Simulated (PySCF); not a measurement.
Delta-SCF ions had no search for a lower state. Excitations are Tamm–Dancoff values on a coarser integration grid. The basis has no diffuse functions, so Rydberg states are missing or too high.

AlF3, SMILES `[F][Al]([F])[F]` (charge 0, multiplicity 1)

The numbers are results of PBE-D3(BJ)/def2-TZVP (PySCF), not measurements.

| Quantity | Value |
|---|---|
| HOMO | -9.61 eV |
| dipole moment | 0.00 D |
| HOMO–LUMO gap | 7.10 eV |
| LUMO | -2.50 eV |
| S1 excitation (TDA) | 7.19 eV |
| S1 oscillator strength | 0.000 |
| brightest of the four lowest singlets (TDA) | 7.92 eV |
| T1 excitation (TDA) | 6.98 eV |
| S1–T1 gap (TDA) | 0.21 eV |
| vertical ionisation energy (Delta-SCF) | 13.49 eV |
| total energy | -541.9140 Ha |
| cost | very roughly 40 core-seconds |

Bonded distances (Å): F1–Al2 1.647, Al2–F3 1.647, Al2–F4 1.647. Angles (°): F1–Al2–F3 120.0, F1–Al2–F4 120.0, F3–Al2–F4 120.0.
Charge 0, spin multiplicity 1.
